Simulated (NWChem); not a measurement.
System: P, quartet

NWChem input:

```
start job
memory heap 200 mb stack 900 mb global 1100 mb
geometry units angstroms noautoz
  P      0.000000     0.000000     0.000000
end
basis spherical
  P library 6-31g*
end
dft
  odft
  mult 4
  xc becke88 lyp
  iterations 150
  mulliken
end
task dft energy
```

No stability test was run on the SCF state.

Q: Predict the main results of this run. (BLYP/6-31G* (spherical d), spin-unrestricted.) Quantities: energy (Ha); highest occupied level (eV); lowest empty minus highest occupied level, either spin (eV); <S²>.

A: 
- energy (Ha): -341.24
- highest occupied level (eV): -5.85
- lowest empty minus highest occupied level, either spin (eV): 2.09
- <S²>: 3.75
